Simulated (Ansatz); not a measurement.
Abridged output of a molecular run in Ansatz:

```
Functional definition: HF
863 factors; integrals over basis functions are off by at most 1.4e-3 eV
mean field evaluation 1: about -9216.2789 eV, gradient 2.3e1 eV
mean field evaluation 2: about -9216.2841 eV, gradient 2.3e1 eV
mean field evaluation 4: about -9217.8702 eV, gradient 2.9e0 eV
mean field evaluation 8: about -9217.8929 eV, gradient 3.7e-5 eV
mean field -9217.89288624 eV, -338.7513154572 hartree, gradient 1.1e-6 eV, S^2 0.000000; 0 other end points of the search recorded, 0 dependent functions left out
7 core orbitals not correlated: weight in the atoms' cores, before any rotation towards them, 1.000 or more for the frozen orbitals, at most 0.000 for the correlated occupied ones
reference -9217.89288624 eV, -338.7513154572 hartree; 10, 10 occupied and 69, 69 virtual orbitals, 863 factors
second order -11.13105030 eV of doubles, -0.00000000 eV of singles
cycle   1  -12.09037681 eV  change   -9.6e-1 eV  update   7.2e-2
cycle   2  -12.49311565 eV  change   -4.0e-1 eV  update   2.3e-2
cycle   3  -12.52386745 eV  change   -3.1e-2 eV  update   6.1e-3
cycle   4  -12.52336280 eV  change    5.0e-4 eV  update   1.9e-3
cycle   5  -12.52369431 eV  change   -3.3e-4 eV  update   5.0e-4
cycle   6  -12.52359305 eV  change    1.0e-4 eV  update   1.4e-4
cycle   7  -12.52353840 eV  change    5.5e-5 eV  update   3.8e-5
cycle   8  -12.52353332 eV  change    5.1e-6 eV  update   1.2e-5
perturbative correction -0.28494465 eV, -0.0104715227 hartree
Total energy: -9230.70136421 eV, -339.2220183408 hartree
```

Its atoms:

Z-matrix (Å, degrees):
```
C
N 1 1.471
H 1 1.090 2 108.6
H 1 1.092 2 112.3 3 -121.3
H 1 1.090 2 108.6 3 117.3
Al 2 2.047 1 113.6 3 -58.8
H 2 1.016 1 110.3 3 62.6
H 2 1.016 1 110.3 3 179.8
H 6 1.605 2 99.3 1 -60.1
H 6 1.605 2 99.6 1 179.8
H 6 1.605 2 99.4 1 59.6
```

**Question.** Which basis set was used?
A. def2-TZVPPD
B. cc-pV(T+d)Z
C. def2-SVPD
D. def2-SVP

**Answer.** D. It gives 86 functions.

**Question.** Write the keys of the input that set method, charge and spin (a neutral closed shell needs none for the last two).

**Answer.** 
```yaml
correlation: {method: ccsd_t}
```
